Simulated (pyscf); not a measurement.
**Routes from `[BH2][NH2]` + `[CH4]`**

Candidate steps break at most two bonds and form at most two. Each was searched with GFN2-xTB (tblite) first. Optimised with ωB97X-D3(BJ)/def2-SVP in PySCF. Correlated levels are frozen-core, on RHF or UHF. ΔMP2 is the change of the MP2 total energy from the triple- to the quadruple-zeta basis. Energies: CCSD(T)/def2-TZVPP + ΔMP2(QZVPP), eV, from the separated reactants, singlet surface; ΔG‡ with ideal gas, 1 atm, RRHO with modes under 100 cm⁻¹ raised to 100, one conformer, R ln 2 for chiral ones without a mode under 150 cm⁻¹.

```csv
products,type,ΔE‡,ΔE,ΔG‡ 298 K,ΔG‡ 900 K,ν‡ (cm⁻¹)
H₂B–CH₃ + NH₃,four-centre exchange,2.32,+1.52,2.66,3.48,1472i
H₂B–NH₂ + CH₄,four-centre exchange,4.15,0.00,4.31,4.99,2846i
```

Row 1: On the product side the descent ends in an adduct with a B–N contact, 1.07 eV under the separated species and 1.80 eV under the saddle at ωB97X-D3(BJ)/def2-TZVP. 

Plain bond fissions and candidates not yet searched are not listed, and one of them may be faster. Each barrier is that of the saddle found; lower ones may exist. The CCSD(T) − MP2 part came from Ansatz, without density fitting, on the same reference.
